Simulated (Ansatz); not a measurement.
Process, species as SMILES: S (H2S) → [SH] (SH) + H atom
B3LYP-D3(BJ)/def2-TZVP geometries, fixed; electronic energies without zero-point terms.

Core correlation in the bond dissociation energy at CCSD(T) with Ansatz (a first-principles code), in kcal/mol: frozen core against 1s of Al to Cl frozen alone. Core-valence sets carry the plain set on hydrogen. Open shells are unrestricted.

```
basis        functions, most  frozen core  1s of Al to Cl frozen alone  core term (second minus first)
-----------  ---------------  -----------  ---------------------------  ------------------------------
cc-pV(D+d)Z               33        89.57                        90.02                            0.46
cc-pCVDZ                  37        88.71                        89.01                            0.30
cc-pV(T+d)Z               67        93.71                        94.55                            0.84
cc-pCVTZ                  87        93.68                        93.88                            0.21
cc-pwCVTZ                 87        93.87                        94.05                            0.18
cc-pV(Q+d)Z              124        95.22                        95.51                            0.29
cc-pwCVQZ                169        95.28                        95.47                            0.19
cc-pCVQZ                 169        95.25                        95.44                            0.20
```

The largest core-valence set, cc-pCVQZ, gives a core term of 0.20 kcal/mol; the valence set cc-pV(Q+d)Z, which lacks functions for the core, gives 0.29.
